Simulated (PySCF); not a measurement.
# Calibrating a computed gas-phase acidity (ΔG)

Level of theory: M06-2X/ma-def2-TZVP single points in PySCF, grid level 3; every species was optimised with PBE0-D3(BJ)/ma-def2-SVP. The prefix ma- adds one diffuse s and one diffuse p function on all atoms but H. Zero-point and thermal terms (298.15 K, 1 bar) come from unscaled PBE0-D3(BJ)/ma-def2-SVP harmonic frequencies, with soft modes damped to free rotors in the entropy.

```tsv
molecule	computed / kJ/mol	measured / kJ/mol
hydrogen cyanide, `C#N` (CHN)	1425	1436
hydrogen fluoride, `F` (HF)	1525	?
dimethyl sulfoxide, `CS(C)=O` (C2H6OS)	1537	1535
hydrogen peroxide, `OO` (H2O2)	1540	1544
methyl chloride, `CCl` (CH3Cl)	1622	1634
methylene fluoride, `FCF` (CH2F2)	1628	1590
methyl fluoride, `CF` (CH3F)	1677	1676
```

Task: Fit a straight line to the complete rows and predict the measured value of `F` (HF).

Result: measured = 126.2 + 0.9182·computed (6 points, rms 15 kJ/mol, correlation 0.980). At 1525 this gives 1526 kJ/mol; the measured value is 1530 kJ/mol, so the fit is off by 4.

Measured values: NIST Chemistry WebBook, evaluated or the median of agreeing entries.

methylene fluoride: the gap is larger than usual, and may come from another state, site, conformer or species, from the functional or basis, or from an outlying measurement.

(hydrogen fluoride) Structures, frequencies and single points took 1.6 s of wall time on 1 thread of INTEL XEON PLATINUM 8581C @ 2.30GHz (shared host), launched as `OMP_NUM_THREADS=1 python redox_run.py task.json out`.
